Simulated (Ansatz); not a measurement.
**CH2B (quartet): wave-function methods side by side, def2-TZVPP**

The task here is to estimate one member of a computed series from the others.

Computed with Ansatz 0.2.0, Gaussian basis. Level: def2-TZVPP, core rule «outside noble gas», up to 2 orbitals frozen.

The runs, in order: UHF; ROHF; CCSD(T) on UHF.

2 further runs of the same task are left out: 2 set aside as unsound or not needed.

## The geometry

The geometry is a PBE0/def2-TZVP stationary point (not a proven minimum) of the parent state, kept for this charge and spin.

4 atoms, charge 0, spin multiplicity 4.

Atoms are counted from 1 here; the program's logs count them from 0.

Bond lengths: B1–C2 1.350 Å, B1–H3 1.172 Å, C2–H4 1.070 Å. Angles: C2–B1–H3 180.0°, B1–C2–H4 180.0°.

Set-up of the first run:

Input file in.yaml:

```yaml
crystal:
  periodic: [false, false, false]
  atoms:
    - {symbol: B, position_ang: [0.000000, 0.000000, 0.649311]}
    - {symbol: C, position_ang: [0.000000, 0.000000, -0.700735]}
    - {symbol: H, position_ang: [0.000000, 0.000000, 1.821771]}
    - {symbol: H, position_ang: [0.000000, 0.000000, -1.770347]}
basis:
  gaussian: {orbitals: def2-TZVPP}
magnetization: {spin_polarized: true, initial_magnetization: 3}
hamiltonian: {xc: hf}
output: {orbitals: {seedname: orbitals}}
```

Run with:

```console
$ ansatz run in.yaml --threads 1 --pin off --events-out ev --progress --plain --max-ram 3968MiB --backend cpu
```

Steps of the session up to this table: UHF; ROHF; CCSD(T) on UHF.

One of the session's tables, all rows but one given; the rest of the session is left out.

```
  method  from UCCSD(T) (meV)
    ROHF              +6162.0
     UHF              +5875.3
    UMP2               +988.6
   UCCSD                    ?
UCCSD(T)                    0
```

Q: Estimate the row for UCCSD from the others.

As computed: from UCCSD(T) (meV): +171.1. In the column «from UCCSD(T) (meV)» it lies between UCCSD(T) (0) and UMP2 (+988.6).
